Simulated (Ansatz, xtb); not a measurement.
## Isomers of CH2MgSi in order of energy

3 gas-phase structures of CH2MgSi, found in a search over its isomers (lower ones may exist). Each was relaxed with GFN2-xTB:

A. `[CH2]1[Mg][Si]1`, a triplet
B. a singlet given by its coordinates
C. a singlet given by its coordinates

C (Å):

```json
{"atom": "C", "x (Å)": "0.3726", "y (Å)": "0.5224", "z (Å)": "0.2770"}
{"atom": "Mg", "x (Å)": "-1.1975", "y (Å)": "-1.4162", "z (Å)": "-1.5106"}
{"atom": "Si", "x (Å)": "0.9969", "y (Å)": "-0.3537", "z (Å)": "-1.1379"}
{"atom": "H", "x (Å)": "0.9733", "y (Å)": "1.1971", "z (Å)": "0.8727"}
{"atom": "H", "x (Å)": "-0.6553", "y (Å)": "0.4454", "z (Å)": "0.6364"}
```

Close contacts (Å): C1–Si3 1.78, Mg2–Si3 2.47, C1–H4 1.08, C1–H5 1.09.

B (Å):

```xyz
5

C    -0.4001   -0.5642    1.6001
Mg    0.8747   -0.2472   -0.0612
Si   -1.4711   -1.2237    0.4117
H     1.4526   -0.2302   -1.6381
H    -0.3933   -0.3983    2.6668
```

Close contacts (Å): C1–Mg2 2.12, C1–Si3 1.73, Mg2–Si3 2.58, C1–H5 1.08, Mg2–H4 1.68.

Problem. Estimate their order in r2SCAN-D4/def2-SVP energy at these geometries, lowest first.

Solution. Calculated order at r2SCAN-D4/def2-SVP: C (0.0), B (4.7), A (7.3) kcal/mol. CCSD(T)/def2-TZVPP after further relaxation puts B lowest instead.

Energies above the lowest of each column, in kcal/mol; the last columns are at PBE0-D4/def2-TZVP geometries (a dash: not run or not comparable):

```csv
structure,GFN2-xTB,HF/STO-3G,r2SCAN-D4/def2-SVP,PBE0-D4/def2-TZVP,CCSD(T)/def2-TZVPP
C,0.0,12.5,0.0,0.0,4.3
B,4.6,0.0,4.7,0.3,0.0
A,–,7.3,7.3,9.3,16.8
```

CCSD(T)/def2-TZVPP puts B lowest; GFN2-xTB picks C, r2SCAN-D4/def2-SVP picks C, PBE0-D4/def2-TZVP picks C. CCSD(T)/def2-TZVPP orders those it was run on as B (0.0), C (4.3), A (16.8) kcal/mol. GFN2-xTB has no spin polarisation and isn't compared across spin states. Open shells are spin-unrestricted.

Programs: Ansatz 0.2.0, xtb 6.7.1.
